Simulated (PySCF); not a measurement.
Butyronitrile, C₄H₇N.
Structure used (GFN2-xTB), in Å, numbered top down from 1:
```
atom  x, y, z in Å
C1    -1.272   -0.497   -0.334
C2    -0.417    0.352    0.598
C3     0.951    0.671   -0.019
C4     1.725   -0.529   -0.212
N5     2.330   -1.488   -0.355
H6    -2.229   -0.721    0.130
H7    -1.459    0.028   -1.270
H8    -0.770   -1.435   -0.561
H9    -0.270   -0.175    1.543
H10   -0.928    1.294    0.813
H11    1.518    1.342    0.633
H12    0.822    1.157   -0.991
```

The closed-shell ground state was solved at several levels (PySCF, density fitting, gas phase, non-relativistic).

```
              level  basis functions  total energy (Eh)  HOMO (eV)  LUMO (eV)  gap (eV)  dipole (D)
CAM-B3LYP/def2-SVPD              156          -211.1134     -10.77       1.01     11.78        4.09
      PBE0/pcSseg-1              120          -211.0954      -9.32       0.66      9.98        4.00
```

**Question.** Estimate the row for B3LYP/pcJ-1, a basis of 205 functions; the other rows only guide the guess.

**Answer.** Total energy -211.3968 Eh, HOMO -9.05 eV, LUMO 0.38 eV, gap 9.43 eV, dipole 3.98 D.

**Question.** Over all these levels, which gives the widest orbital gap and which the narrowest?

**Answer.** CAM-B3LYP/def2-SVPD (range-separated hybrid) has the widest, 11.78 eV, and B3LYP/pcJ-1 (global hybrid, 20 % exact exchange) the narrowest, 9.43 eV. Functional and basis both differ between the two, so the spread mixes both effects.

**Question.** How far do the dipole and the HOMO energy spread over the levels?

**Answer.** The dipole runs from 3.98 to 4.09 D (mean 4.02 D) and the HOMO from -10.77 to -9.05 eV.

One conformer stands for the species.
